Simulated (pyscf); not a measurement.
Thermochemistry of product channels of H₂C=C=O + OH• on the doublet surface, in kJ/mol, from CCSD(T)/def2-TZVPP + ΔMP2(QZVPP) energies (ideal gas, 1 atm, RRHO with modes under 100 cm⁻¹ raised to 100, one conformer, R ln 2 for rigid chiral ones). PySCF, gas phase, ωB97X-D3(BJ)/def2-SVP geometries. MP2 and CC: frozen core, UHF for open shells. ΔMP2 is the change of the MP2 total energy from the triple- to the quadruple-zeta basis.

```csv
products,ΔE,ΔH(298 K),ΔG(600 K),ΔG(1200 K)
•H₂C–C(=O)–OH,-236.2,-220.7,-136.8,(withheld)
H₂C=C•–OH + O [triplet],(withheld),+371.5,+371.7,+370.4
```

Task: What belongs in the gaps?

Result: 
- •H₂C–C(=O)–OH, ΔG(1200 K): -52.8
- H₂C=C•–OH + O [triplet], ΔE: +365.5

These are energies of the channels, which say nothing of barriers. H₂C=C•–OH lies 132.5 kJ/mol over its isomer H₃C–C•=O, and others may lie lower still (electronic energy, ωB97M-D3(BJ)). The CCSD(T) − MP2 part came from Ansatz, without density fitting, on the same reference. A UHF reference is spin-contaminated (<S²> up to 0.91), which harms MP2 most. Left out: orbital degeneracy and the spin-orbit lowering of OH, O.
